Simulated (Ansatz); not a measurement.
**Active spaces for C2H2O2, triplet**

Computed with Ansatz's Gaussian-basis code (development build); NEVPT3, NEVPT4(SD), MRCISD by development code. Basis cc-pVTZ, nonrelativistic, 4 orbitals frozen in the corrections. State-specific CASSCF; RHF is the lowest restricted (open-shell) Hartree–Fock solution met. Letters tell apart solutions met in one space. No symmetry is imposed, so a solution can break that of the shape. The lowest solution met needn't be the lowest there is, nor hold the orbitals that a chemist would pick. On stretched bonds single-reference methods can fail or change state.

Geometry:

```xyz
6

C     0.0000    0.7564    0.0000
C     0.0000   -0.7564    0.0000
O     1.0461    1.3899    0.0000
H    -0.9999    1.2282    0.0000
O    -1.0461   -1.3899    0.0000
H     0.9999   -1.2282    0.0000
```

CASSCF less RHF, in eV, and natural occupations:

| CAS | CASSCF | occupations |
| --- | --- | --- |
| (8,6) a | -1.094 | 1.98, 1.98, 1.93, 1.02, 1.02, 0.07 |
| (8,6) b | -1.037 | 1.96, 1.92, 1.84, 1.16, 0.98, 0.15 |

(1) What totals less RHF do the corrections give on each solution?

(2) In CAS(8,6), is the solution lowest in CASSCF also lowest after SC-NEVPT2?

(3) How do single-reference totals in the same basis and frozen core stand against SC-NEVPT2 in CAS(8,6) a?

(4) Roughly how much CPU time does a whole run from the default start take (median of such runs, summed over threads; nearly all runs on one pinned thread of a shared server, mostly Xeon at 2.3 to 2.6 GHz, by a development driver)?

Answers

(1) 

| CAS | SC-NEVPT2 | FIC-NEVPT2 | NEVPT3 | NEVPT4(SD) | MRCISD |
| --- | --- | --- | --- | --- | --- |
| (8,6) a | -20.023 | -20.085 | -20.457 | -21.121 | -18.211 |
| (8,6) b | -20.511 | -20.600 | -20.744 | -21.502 | -18.411 |

(2) No: (8,6) b is lowest after SC-NEVPT2, 0.49 eV under (8,6) a, which leads in CASSCF.

(3) CCSD(T) -1.896 eV. Coupled cluster stands on the determinant that it favours, which can lie over the RHF solution above, and is in doubt where the occupations are far from 0, 1 and 2.

(4) CAS(8,6) a: about 9.1 s. Other jobs ran beside these, and the count of passes differs.
